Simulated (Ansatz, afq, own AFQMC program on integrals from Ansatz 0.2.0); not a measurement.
## Atomization energy of Al2GaH, singlet

```yaml
atoms:
  - { symbol: Al, position_ang: [0.0000, -0.4511, -2.5847] }
  - { symbol: Ga, position_ang: [0.0000, 0.3210, 0.0000] }
  - { symbol: Al, position_ang: [0.0000, -0.4511, 2.5847] }
  - { symbol: H, position_ang: [0.0000, 1.9444, 0.0000] }
```

Connectivity, by distances: Al–GaH–Al.

Atoms in their ground-state spins without spin–orbit coupling (mostly on UHF) minus the molecule (RHF), without zero-point energy. The geometry is a stationary point, not shown to be a minimum.

Basis cc-pVDZ. Noble-gas cores (and the filled d shells of Ga–Kr and In–Xe) are frozen. AFQMC by an in-house program on the Cholesky factors that Ansatz 0.2.0 writes for its CCSD(T) run. The CISD trial takes its coefficients from CCSD amplitudes. Released means that phaseless walkers are propagated on without the constraint, phases kept. Free AFQMC starts from the CCSD state and is never constrained. Its projection time is finite, and what remains of the start isn't in its error. ± is one standard error of the sampling. No spin–orbit coupling. The errors of all members are added in quadrature.

No full CI on the walks' own integrals is used here; CCSDT(Q) serves as the reference and is uncertain by about the last step of the cluster series. Each member takes its own surest rung, up to full CI.

Errors are counted within cc-pVDZ, not against nature.

Cautions: inner d shell frozen; no relativity below Rb; no spin-orbit coupling; Al₂GaH (singlet): higher spins were not checked, restricted determinant unstable towards unrestricted (UHF 447 meV lower, ⟨S²⟩ 1.28), raised T1 diagnostic (T1 0.023, weight of the determinant 0.80, largest double 0.06), its ph-AFQMC/CISD value lies 49 ± 15 meV above CCSDT(Q).

```tsv
level	atomization energy (kcal/mol)
CCSD	107.1
MP2	105.8
```

(1) From these cheaper values, estimate the atomization energy at the reference level in cc-pVDZ.

(1) 110.7 kcal/mol (CCSDT(Q) in cc-pVDZ).

```
         level  atomization energy (kcal/mol)  error against CCSDT(Q) (kcal/mol)
            HF                           73.1                              -37.7
       CCSD(T)                          109.9                               -0.8
 ph-AFQMC/CISD                    109.8 ± 0.3                         -1.0 ± 0.3
released AFQMC                    110.2 ± 0.4                         -0.5 ± 0.4
    free AFQMC                    110.0 ± 0.3                         -0.8 ± 0.3
```

Correlation beyond CCSD(T) adds 0.8 kcal/mol. The perturbative (T) step is worth +2.8 kcal/mol.

Free projections are given only where their last times agree within the noise and don't stop above the reference; a slow remainder of the start can still hide under it. A walk keeps the symmetry of its determinant, which the program's search chose and which needn't be the lowest solution, so a lower state of the same spin and another symmetry isn't excluded. Released energies are given only where the last usable release times agree within the noise; a slower fall can still hide under it.
